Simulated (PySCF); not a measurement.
Ionisation energy of N by level of theory

N [He] 2s2 2p3 (4S) → N+ [He] 2s2 2p2 (3P), as a difference of total energies. All numbers are calculated (PySCF 2.14, the non-relativistic Hamiltonian (point nucleus), in aug-cc-pwCVTZ). Correlated levels: valence: 1s2 frozen; valence and next inner shell: nothing frozen. The calculations carry no spin-orbit coupling.

| method | ionisation energy (eV) | plus first-order spin-orbit estimate | error of that sum (eV) |
| --- | --- | --- | --- |
| UHF | 13.894 | 13.882 | -0.652 |
| LDA | 15.008 | 14.997 | +0.463 |
| PBE | 14.732 | 14.720 | +0.186 |
| PBE0 | 14.703 | 14.691 | +0.157 |
| r2SCAN | 14.805 | 14.794 | +0.260 |
| wB97X | 14.564 | 14.552 | +0.018 |
| TPSS | 14.672 | 14.660 | +0.126 |
| wB97M-V | 14.516 | 14.505 | -0.029 |
| PBEsol | 14.745 | 14.733 | +0.199 |
| MP2 (valence) | 14.590 | 14.578 | +0.044 |
| SCS-MP2 (valence) | 14.327 | 14.316 | -0.218 |
| MP2 (valence and next inner shell) | 14.613 | 14.602 | +0.068 |
| SCS-MP2 (valence and next inner shell) | 14.343 | 14.332 | -0.202 |

Reference: 14.534 eV (measured; NIST Atomic Spectra Database, ionization energies).

A first-order spin-orbit estimate (lowest level to lowest level, LS coupling) adds -0.011 eV.

Errors of the correlated levels include the incompleteness of this basis and the frozen core.
